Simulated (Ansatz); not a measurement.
`CCF` → fluoromethane + `[CH2]` (triplet) at 500 K and 1 bar (formal loss of a carbene).

Computed with Ansatz on PBE0-D4/def2-TZVP structures; ΔE is electronic, products minus reactants. CCSD(T)/CBS is the MP2 limit (def2-TZVPP, def2-QZVPP) plus CCSD(T) − MP2 in def2-TZVPP, frozen cores. This one scheme is used for every species. Triplets are unrestricted, without spin–orbit coupling.

```json
{"species": "`CCF`", "CCSD(T)/CBS energy (Eh)": "-178.90141", "H − E (kJ/mol)": "205.5", "S (J/(mol·K))": "299.6"}
{"species": "`CF`", "CCSD(T)/CBS energy (Eh)": "-139.63461", "H − E (kJ/mol)": "122.2", "S (J/(mol·K))": "244.8"}
{"species": "`[CH2]` (triplet)", "CCSD(T)/CBS energy (Eh)": "-39.09499", "H − E (kJ/mol)": "62.7", "S (J/(mol·K))": "213.9"}
```

H − E and S are ideal-gas, rigid-rotor, harmonic terms from PBE0-D4/def2-TZVP, with the whole ground term of open shells counted as degenerate. 1 Eh = 2625.50 kJ/mol, R = 8.31446 J/(mol·K).

**Question.** By hand: ΔE, ΔH, ΔS and ΔG.

**Answer.** ΔE = (-139.63461) + (-39.09499) − (-178.90141) = 0.17181 Eh = 451.1 kJ/mol. Δ(H − E) = 122.2 + 62.7 − 205.5 = -20.6, so ΔH = 430.5 kJ/mol. ΔS = 244.8 + 213.9 − 299.6 = 159.1 J/(mol·K). ΔG = 430.5 − 500 × (159.1)/1000 = 350.9 kJ/mol.

**Question.** By hand: the equilibrium constant, and the temperature at which ΔG would vanish if ΔH and ΔS stayed fixed.

**Answer.** log₁₀ K = −ΔG/(RT ln 10) = -36.7. ΔG = 0 at ΔH/ΔS = 2706 K, far beyond where these terms or the molecules hold.

The number of gas molecules changes by +1, which sets the sign of ΔS. A doubt of 5 kJ/mol in ΔE shifts log₁₀ K by 0.5 here. A triplet takes part, so the spin changes. These are equilibria of isolated gas molecules and say nothing of rates. Largest T1 diagnostic: 0.011 (customary marks: 0.02 for closed shells, 0.045 for open ones).
